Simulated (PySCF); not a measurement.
PySCF input (MN15/def2-TZVPD):

```python
from pyscf import gto, scf, dft

mol = gto.M(
    atom='''
    C     0.00598162   -0.74638564   -0.79142779
    S    -0.00405660    0.00755066    0.86715118
    C     0.00148343    0.73249072   -0.80432606
    H    -0.90354333   -1.26373096   -1.06830194
    H     0.92121449   -1.25810671   -1.05981456
    H     0.91360094    1.24501043   -1.08164591
    H    -0.91115687    1.23938617   -1.09013329
    ''',
    basis='def2-tzvpd',
    charge=0,
    spin=0,
    verbose=4,
)

mf = dft.RKS(mol, xc='mn15').density_fit(auxbasis='def2-universal-jkfit')
mf.grids.level = 4
mf.conv_tol = 1e-9
mf.max_cycle = 100
mf.max_memory = 1500
mf.kernel()
if not mf.converged:
    mf = mf.newton()
    mf.kernel(mf.make_rdm1())
mf.analyze()
```

Output:

```
PySCF version 2.14.0

[INPUT] verbose = 4
[INPUT] num. atoms = 7
[INPUT] num. electrons = 32
[INPUT] charge = 0
[INPUT] spin (= nelec alpha-beta = 2S) = 0
[INPUT] symmetry False subgroup None
[INPUT] Mole.unit = angstrom
[INPUT] Symbol           X                Y                Z      unit          X                Y                Z       unit  Magmom
[INPUT]  1 C      0.005981620000  -0.746385640000  -0.791427790000 AA    0.011303623581  -1.410464442908  -1.495581770470 Bohr   0.0
[INPUT]  2 S     -0.004056600000   0.007550660000   0.867151180000 AA   -0.007665862997   0.014268679460   1.638678238793 Bohr   0.0
[INPUT]  3 C      0.001483430000   0.732490720000  -0.804326060000 AA    0.002803276425   1.384206849585  -1.519955968250 Bohr   0.0
[INPUT]  4 H     -0.903543330000  -1.263730960000  -1.068301940000 AA   -1.707449435378  -2.388105409534  -2.018798084942 Bohr   0.0
[INPUT]  5 H      0.921214490000  -1.258106710000  -1.059814560000 AA    1.740843088081  -2.377477117378  -2.002759261226 Bohr   0.0
[INPUT]  6 H      0.913600940000   1.245010430000  -1.081645910000 AA    1.726455563745   2.352728734927  -2.044014533656 Bohr   0.0
[INPUT]  7 H     -0.911156870000   1.239386170000  -1.090133290000 AA   -1.721836940816   2.342100423874  -2.060053357371 Bohr   0.0

nuclear repulsion = 101.111576657936
number of shells = 62
number of NR pGTOs = 220
number of NR cGTOs = 156
basis = def2-tzvpd
ecp = {}

******** <class 'pyscf.df.df_jk.DFRKS'> ********
method = DFRKS
initial guess = minao
damping factor = 0
level_shift factor = 0
DIIS = <class 'pyscf.scf.diis.CDIIS'>
diis_start_cycle = 1
diis_space = 8
diis_damp = 0
SCF conv_tol = 1e-09
SCF conv_tol_grad = None
SCF max_cycles = 100
direct_scf = False
XC library pyscf.dft.libxc version 7.1.2
    S. Lehtola, C. Steigemann, M. J. T. Oliveira, and M. A. L. Marques,  SoftwareX 7, 1–5 (2018)
XC functionals = mn15
    H. S. Yu, X. He, S. L. Li, and D. G. Truhlar,  Chem. Sci. 7, 5032–5051 (2016)
    H. S. Yu, X. He, S. L. Li, and D. G. Truhlar,  Chem. Sci. 7, 5032–5051 (2016)
radial grids:
    Treutler-Ahlrichs [JCP 102, 346 (1995); DOI:10.1063/1.469408] (M4) radial grids

becke partition: Becke, JCP 88, 2547 (1988); DOI:10.1063/1.454033
pruning grids: <function nwchem_prune>
grids dens level: 4
symmetrized grids: False
atomic radii adjust function: <function treutler_atomic_radii_adjust>
small_rho_cutoff = 0
Set gradient conv threshold to 3.16228e-05
Initial guess from minao.
tot grids = 148744
******** <class 'pyscf.df.df.DF'> ********
auxbasis = def2-universal-jkfit
init E= -476.901050001509
  HOMO = -0.279496789694718  LUMO = -0.048157840990914  gap/eV = 6.29505
cycle= 1 E= -476.595709463388  delta_E= 0.305  |g|= 0.222  |ddm|= 2.19
[...]
cycle= 9 E= -476.613185337201  delta_E= -6.17e-10  |g|= 5.25e-06  |ddm|= 0.000245
  HOMO = -0.270214073699034  LUMO = 0.0251152885019046  gap/eV = 8.03632
Extra cycle  E= -476.613185337205  delta_E= -4.32e-12  |g|= 5.5e-06  |ddm|= 1.48e-05
converged SCF energy = -476.613185337205
**** SCF Summaries ****
Total Energy =                        -476.613185337204868
Nuclear Repulsion Energy =             101.111576657935771
One-electron Energy =                 -855.668251437249182
Two-electron Energy =                  277.943489442108557
Two-electron Coulomb Energy =          315.766966858380954
DFT Exchange-Correlation Energy =      -37.823477416272382
HOMO-LUMO gap [eV] =                     8.036321277890130
**** MO energy ****
MO #1   energy= -87.7792995135959  occ= 2
MO #2   energy= -10.0870604965917  occ= 2
MO #3   energy= -10.0866417232951  occ= 2
MO #4   energy= -7.69362603120246  occ= 2
MO #5   energy= -5.88572810269646  occ= 2
MO #6   energy= -5.88217928619589  occ= 2
MO #7   energy= -5.87032339634821  occ= 2
MO #8   energy= -0.904563126617749 occ= 2
MO #9   energy= -0.665269639338691 occ= 2
MO #10  energy= -0.654794742588235 occ= 2
MO #11  energy= -0.540601005345763 occ= 2
MO #12  energy= -0.493130811862375 occ= 2
MO #13  energy= -0.427526767160316 occ= 2
MO #14  energy= -0.364114017226007 occ= 2
MO #15  energy= -0.352419266463261 occ= 2
MO #16  energy= -0.270214073699034 occ= 2
MO #17  energy= 0.0251152885019046 occ= 0
MO #18  energy= 0.0488276914923006 occ= 0
MO #19  energy= 0.0606787609202825 occ= 0
MO #20  energy= 0.0695649928579042 occ= 0
MO #21  energy= 0.0794250736959171 occ= 0
MO #22  energy= 0.102520696589967  occ= 0
MO #23  energy= 0.111814089146041  occ= 0
MO #24  energy= 0.126129298790303  occ= 0
MO #25  energy= 0.142734850417395  occ= 0
MO #26  energy= 0.15067354373166   occ= 0
MO #27  energy= 0.158684361761651  occ= 0
MO #28  energy= 0.199281383304326  occ= 0
MO #29  energy= 0.199425015439854  occ= 0
MO #30  energy= 0.202343636912147  occ= 0
MO #31  energy= 0.205790711548479  occ= 0
MO #32  energy= 0.213654730611817  occ= 0
MO #33  energy= 0.224277380284957  occ= 0
MO #34  energy= 0.231453589109615  occ= 0
MO #35  energy= 0.272840916277395  occ= 0
MO #36  energy= 0.27412250843063   occ= 0
MO #37  energy= 0.281621810595022  occ= 0
MO #38  energy= 0.284792789590795  occ= 0
MO #39  energy= 0.295277978624309  occ= 0
MO #40  energy= 0.337141469440572  occ= 0
MO #41  energy= 0.346045848699986  occ= 0
MO #42  energy= 0.351605902874     occ= 0
MO #43  energy= 0.357546430091482  occ= 0
MO #44  energy= 0.360632022067699  occ= 0
MO #45  energy= 0.365422737697599  occ= 0
MO #46  energy= 0.375231455061081  occ= 0
MO #47  energy= 0.391279289403171  occ= 0
MO #48  energy= 0.394822221965575  occ= 0
MO #49  energy= 0.417400899159511  occ= 0
MO #50  energy= 0.419213163288811  occ= 0
MO #51  energy= 0.4204657989952    occ= 0
MO #52  energy= 0.424982205518855  occ= 0
MO #53  energy= 0.446449588902824  occ= 0
MO #54  energy= 0.447072408530551  occ= 0
MO #55  energy= 0.468711223364955  occ= 0
MO #56  energy= 0.481606691972847  occ= 0
MO #57  energy= 0.506323049580039  occ= 0
MO #58  energy= 0.52540628544554   occ= 0
MO #59  energy= 0.526022935782146  occ= 0
MO #60  energy= 0.54423350396071   occ= 0
MO #61  energy= 0.563165218190201  occ= 0
MO #62  energy= 0.59722674135321   occ= 0
MO #63  energy= 0.612839175810599  occ= 0
MO #64  energy= 0.625907242319617  occ= 0
MO #65  energy= 0.671110655911453  occ= 0
MO #66  energy= 0.674690511529784  occ= 0
MO #67  energy= 0.69015446404248   occ= 0
MO #68  energy= 0.706903394284061  occ= 0
MO #69  energy= 0.73260279437987   occ= 0
MO #70  energy= 0.740146282907793  occ= 0
MO #71  energy= 0.751183544723228  occ= 0
MO #72  energy= 0.760805828600284  occ= 0
MO #73  energy= 0.765933542008212  occ= 0
MO #74  energy= 0.811365682811257  occ= 0
MO #75  energy= 0.843250170006563  occ= 0
MO #76  energy= 0.852490954339908  occ= 0
MO #77  energy= 0.921126416415849  occ= 0
MO #78  energy= 0.952359679071723  occ= 0
MO #79  energy= 1.05025596731345   occ= 0
MO #80  energy= 1.07351080285867   occ= 0
MO #81  energy= 1.09421373113885   occ= 0
MO #82  energy= 1.16770231051302   occ= 0
MO #83  energy= 1.19634669844442   occ= 0
MO #84  energy= 1.22064923687899   occ= 0
MO #85  energy= 1.27869575121845   occ= 0
MO #86  energy= 1.28562269757546   occ= 0
MO #87  energy= 1.36773889522951   occ= 0
MO #88  energy= 1.56606647264222   occ= 0
MO #89  energy= 1.59836727849698   occ= 0
MO #90  energy= 1.61704432574941   occ= 0
MO #91  energy= 1.62689734388568   occ= 0
MO #92  energy= 1.63975519823344   occ= 0
MO #93  energy= 1.66312195805559   occ= 0
MO #94  energy= 1.68132800141671   occ= 0
MO #95  energy= 1.69528422416854   occ= 0
MO #96  energy= 1.72127067264736   occ= 0
MO #97  energy= 1.75658139151877   occ= 0
MO #98  energy= 1.76487735981607   occ= 0
MO #99  energy= 1.77452547136243   occ= 0
MO #100 energy= 1.82254112570217   occ= 0
MO #101 energy= 1.83823421764407   occ= 0
MO #102 energy= 1.87181025466044   occ= 0
MO #103 energy= 1.87702123462267   occ= 0
MO #104 energy= 1.89929908364309   occ= 0
MO #105 energy= 1.9649168419075    occ= 0
MO #106 energy= 1.9692768327411    occ= 0
MO #107 energy= 2.00571440514087   occ= 0
[...]
```
